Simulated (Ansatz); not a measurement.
# Elastic constant C44 of some elemental solids other than molecular ones

Method: PBE (Ansatz, an electronic-structure program, PAW). References are measured values corrected to a static lattice or taken at low temperature (these still hold zero-point motion). The table is a random draw of 8 from 21 solids with such references.

Values in GPa.

```tsv
solid	reference	PBE	error (%)
hcp Be	166	168	+1.2
fcc Ni	132	133	+0.8
fcc Cu	81.8	80.6	-1.5
bcc W	163	139	-14.7
hcp Y	26.9	25.4	-5.6
fcc Al	31.6	27.7	-12.3
hcp Ti	51	44.3	-13.1
hcp Zr	36.3	26.6	-27
```

Over these 8 solids the mean error is -9.0 %, the mean absolute error 9.5 % (median 9.0 %), and the worst case hcp Zr at -27 %; the value is below the reference in 6 of 8 cases. Over all 21 the mean error is -12.0 % and the mean absolute error 12.2 % (median 12.4 %).

All these references are low-temperature values that still hold zero-point motion.

Spin–orbit coupling is left out, also for the solids with elements from indium on (bcc W); its size isn't shown.

Differences are worked out from the printed values.

Each level is taken at its own relaxed cell. Caveats: shear constants of such metals converge slowly with the k mesh (bcc W). Ansatz's density-functional and Hartree–Fock values are scalar-relativistic unless marked +SOC, with PAW data made under PBE.

Ansatz's runs of these crystals have no spin polarisation, but for fcc Ni.

Density-functional runs with spin start from parallel moments for fcc Ni.

Not in this set, of the elemental solids other than molecular ones with a reference value in our tables and a result at some level: 16 for a reference at room or unstated temperature (fcc Ca, hcp Cd, hcp Co, bcc Cs, body-centred tetragonal In and 11 more); 4 for a doubt noted on the run at PBE (diamond-structure Ge, bcc Nb, grey tin (α-Sn), bcc V); 1 for sources at odds (bcc Li). These can be a level's worst cases. Values held back for tests aren't counted. Layered and molecular crystals are counted apart. The metals Ce to Yb are counted apart.

References as tabulated in Li et al. (2021), arXiv:2102.01972; Elastic Constants of Single Crystal Beryllium, J. Appl. Phys., doi …; Malica and Corso (2021), arXiv:2109.00459; Wang et al. (2022), arXiv:2209.12322 and others.
